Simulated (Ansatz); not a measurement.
`C=NC(C)(F)F`, charge 0, multiplicity 1.

Q: Give a relaxed structure at PBE0-D4/def2-TZVP (Ansatz). (Estimate.)

A: Computed: 
Z-matrix (Å, degrees):
```
C
N 1 1.426
F 1 1.372 2 113.1
C 1 1.503 2 111.9 3 123.8
F 1 1.357 2 107.0 3 -115.4
C 2 1.258 1 119.3 3 -9.8
H 4 1.090 1 108.9 2 175.6
H 4 1.089 1 109.4 2 55.5
H 4 1.090 1 109.8 2 -64.4
H 6 1.089 2 118.3 1 -179.6
H 6 1.093 2 123.7 1 0.5
```
This is one stationary point; other conformers may exist.
